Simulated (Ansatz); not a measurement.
System: H3O, charge 1, singlet. H3O+ (SMILES [OH3+]).
B3LYP-D3(BJ)/def2-TZVP minimum from Ansatz (a quantum-chemistry and plane-wave program):
```xyz
4

O      0.0646     0.0016     0.0270
H      0.0018     0.8028    -0.5358
H      0.0191    -0.8364    -0.4814
H     -0.5378     0.0209     0.8012
```
Charge +1, spin multiplicity 1.

Total energies in cc-pVQZ, 8 correlated electrons, 1 frozen orbitals. UHF or UKS for unpaired electrons; spin-orbit terms are left out. Correlated methods leave the cores frozen. No relativity.

```csv
method,program,energy (Eh),minus CCSDT(Q) (mEh)
HF,Ansatz,-76.34504,290.64
MP2,Ansatz,-76.62129,14.39
CCSD,Ansatz,-76.62740,8.28
CCSD(T),Ansatz,-76.63531,0.37
CCSDT(Q),Ansatz,-76.63568,0.00
```

Rough core times of Ansatz's runs on a shared machine: CCSD(T) under 20 s, CCSDT(Q) 10 min.
